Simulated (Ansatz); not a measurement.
C2H3FN2 can be A, `C=NC(=N)F`, or B, `FC1=NCN1`.

Program: Ansatz. Geometries: PBE0-D4/def2-TZVP. ΔE: electronic, gas phase. CCSD(T)/CBS is the MP2 limit (def2-TZVPP, def2-QZVPP) plus CCSD(T) − MP2 in def2-TZVPP, frozen cores. DFT in def2-TZVPP. B3LYP here is the variant with VWN-RPA as its local correlation; programs differ in this. Each species was taken in one conformer, which may not be the lowest.

A:

```xyz
8

C    -0.564   -1.295   -0.164
N    -0.660   -0.038   -0.046
C     0.501    0.719    0.103
N     0.559    1.960    0.228
F     1.646    0.026    0.110
H    -1.481   -1.870   -0.279
H     0.385   -1.835   -0.156
H    -0.386    2.333    0.203
```

B:

```xyz
8

F     1.322   -0.879    1.659
C     0.453   -0.497    0.764
N    -0.803   -0.696    0.704
C    -0.724    0.128   -0.526
N     0.762    0.173   -0.401
H    -1.054   -0.392   -1.424
H    -1.203    1.101   -0.417
H     1.246    1.062   -0.359
```

(1) Which isomer does CCSD(T)/CBS put lower? Give the gap. (Estimate.)

(2) Give E(B) − E(A) in kJ/mol with PBE0-D4, B3LYP-D4, CCSD/def2-TZVPP, r2SCAN-D4, HF/def2-TZVPP, MP2/def2-TZVPP, B3LYP. (An estimate is asked.)

(3) Does the order hold for the free energy at 298.15 K (harmonic terms from PBE0-D4)? (An estimate is asked.)

Largest T1 diagnostic: 0.014.

## Answers

(1) Computed: A, by 48.6 kJ/mol.

(2) The calculation gave: PBE0-D4 33.1, B3LYP-D4 61.8, CCSD/def2-TZVPP 49.6, r2SCAN-D4 47.1, HF/def2-TZVPP 67.9, MP2/def2-TZVPP 37.2, B3LYP 62.1. None reverses the order clearly.

(3) Computed: Yes: G(B) − G(A) = +56.7 kJ/mol, for one conformer each.

From BLYP to BHLYP (50 % exact exchange), in def2-TZVPP and without D4, E(B) − E(A) moves by −12.9 kJ/mol. In def2-TZVPP, CCSD(T) changes the Hartree–Fock value by −17.9 kJ/mol (the triples alone add +0.3 kJ/mol) and MP2 by −30.6 kJ/mol.
